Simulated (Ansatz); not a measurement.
**H2O+ (doublet): wave-function methods side by side at distance O1–H2 = 0.804 Å, cc-pVDZ**

How much of the correlation energy of H2O+ (doublet) does each wave-function method recover here?

Computed with Ansatz 0.2.0, Gaussian basis. Level: cc-pVDZ, core rule «outside noble gas», up to 1 orbitals frozen.

To be run: UHF; CCSD(T) on ROHF; CCSD(T) on UHF; BCCD(T) on ROHF; CISD; CCSDT(Q) on ROHF; CCSDT(Q) on UHF; CASSCF and MRCISD+Q, 3 electrons in 3 orbitals; CASSCF and NEVPT2, 3 electrons in 3 orbitals; CASSCF and MRCISD+Q, 7 electrons in 6 orbitals; CASSCF and NEVPT2, 7 electrons in 6 orbitals; Full CI.

20 further runs of the same task are left out: 16 that didn't finish, 4 set aside as unsound or not needed.

### Step 1. The system

The geometry derives from a PBE0/def2-TZVP stationary point (not a proven minimum). One bond is set to the value named and the two fragments are kept rigid.

3 atoms, charge 1, spin multiplicity 2.

Atoms are counted from 1 here; the program's logs count them from 0.

Bond lengths: O1–H2 0.804 Å, O1–H3 1.004 Å. Angles: H2–O1–H3 109.8°.

### Step 2. UHF

in.yaml

```yaml
crystal:
  periodic: [false, false, false]
  atoms:
    - {symbol: O, position_ang: [0.000000, -0.058177, -0.009145]}
    - {symbol: H, position_ang: [0.000000, 0.404269, -0.666838]}
    - {symbol: H, position_ang: [0.000000, 0.519194, 0.811995]}
basis:
  gaussian: {orbitals: cc-pVDZ}
total_charge: 1
magnetization: {spin_polarized: true, initial_magnetization: 1}
hamiltonian: {xc: hf}
output: {orbitals: {seedname: orbitals}}
```

The run is started by

```
$ ansatz run in.yaml --threads 1 --pin off --events-out ev --progress --plain --max-ram 2393MiB
```

After this run come: CCSD(T) on ROHF; CCSD(T) on UHF; BCCD(T) on ROHF; CISD; CCSDT(Q) on ROHF; CCSDT(Q) on UHF; CASSCF and MRCISD+Q, 3 electrons in 3 orbitals; CASSCF and NEVPT2, 3 electrons in 3 orbitals; CASSCF and MRCISD+Q, 7 electrons in 6 orbitals; CASSCF and NEVPT2, 7 electrons in 6 orbitals; Full CI.

**Question.** What will the summary of the whole plan be? Wanted: FCI below the RHF energy; RMP2 from FCI; UMP2 from FCI; RCCSD from FCI; RCCSD(T) from FCI; UCCSD(T) from FCI; RCCSDT(Q) from FCI; UCCSDT(Q) from FCI; NEVPT2 pair from FCI.

As calculated:

| quantity | value |
| --- | --- |
| FCI below the RHF energy | -4.6293 eV |
| RMP2 from FCI | +48.8 kJ/mol |
| UMP2 from FCI | +48.9 kJ/mol |
| RCCSD from FCI | +6.2 kJ/mol |
| RCCSD(T) from FCI | +1.0 kJ/mol |
| UCCSD(T) from FCI | +0.9 kJ/mol |
| RCCSDT(Q) from FCI | 0.0 kJ/mol |
| UCCSDT(Q) from FCI | -0.1 kJ/mol |
| NEVPT2 pair from FCI | +41.4 kJ/mol |
| MRCISD+Q pair from FCI | +0.2 kJ/mol |
| NEVPT2 valence from FCI | +52.1 kJ/mol |
| levels within 1 kcal/mol (43 meV) | RCCSD(T), UCCSD(T), BCCD(T), RCCSDT, UCCSDT, RCCSDT(Q), UCCSDT(Q), MRCISD+Q pair, MRCISD+Q valence |
| T1 diagnostic | 0.012 |
| effectively unpaired electrons | 1.01 |

RCCSD(T) misses by +1.0 kJ/mol, 0.2 % of the correlation energy. One determinant dominates. Of the multireference levels listed MRCISD+Q valence comes nearest in total energy (-0.1 kJ/mol), which doesn't show that its space is the better one. These misses are within one basis, not against nature; the frozen cores of restricted and unrestricted runs differ, which can shift their rows.
